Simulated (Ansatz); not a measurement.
# H2O2S: the cost of one run

Computed with Ansatz 0.2.0. Level: RKS PBE0-D4/def2-TZVPD.

## (1) Starting geometry

5 atoms, charge 0, spin multiplicity 1.

Atoms are counted from 1 here; the program's logs count them from 0.

Bond lengths: H1–H2 0.768 Å, O3–S4 1.487 Å, S4–O5 1.487 Å. Angles: O3–S4–O5 118.0°.

Geometry (Å):

```
H     0.28689    0.00946   -2.01783
H    -0.43892   -0.21942   -2.12026
O     1.29442   -0.02752    1.01234
S    -0.09730    0.48589    1.12274
O    -1.04509   -0.24841    2.00302
```

This geometry comes from a loose relaxation at PBE in a small basis, which is not shown.

## (5) The grid

- separation of S4 and H1 along their line in the relaxed pair: 9 values from 2.787 to 4.787 Å
- sideways slip of H1, H2: 9 values from −3.00 to 3.00 Å

Nothing else is relaxed (both partners rigid). Energies count from the two partners far apart, frozen as in the relaxed pair, each in its own basis (no counterpoise correction). Points are written as (first, second).

(The set-up runs are not shown.)

## (6) The run at (3.545 Å, −2.25 Å)

Contents of input.yaml:

```yaml
crystal:
  periodic: [false, false, false]
  atoms:
    - { symbol: H, position_ang: [2.388994, 0.210366, -2.253011] }
    - { symbol: H, position_ang: [1.6525, 0.115257, -2.172247] }
    - { symbol: O, position_ang: [1.389492, 0.036822, 1.229589] }
    - { symbol: S, position_ang: [0.06136, 0.569129, 1.223041] }
    - { symbol: O, position_ang: [-1.037326, -0.299669, 1.515319] }
basis:
  gaussian: { orbitals: def2-TZVPD }
hamiltonian:
  xc: pbe0
  dispersion: d4
output:
  forces: true
```

Launch:

```sh
> ansatz run input.yaml --threads 1 --pin off --max-ram 2560MiB --backend cpu --events-out ev --progress --plain --runs-dir out
```

**Question.** How long does this run take on 1 thread of Arm Neoverse V2, shared host, and how much memory does it need?

About 3.7 s, with a peak of 0.23 GiB.
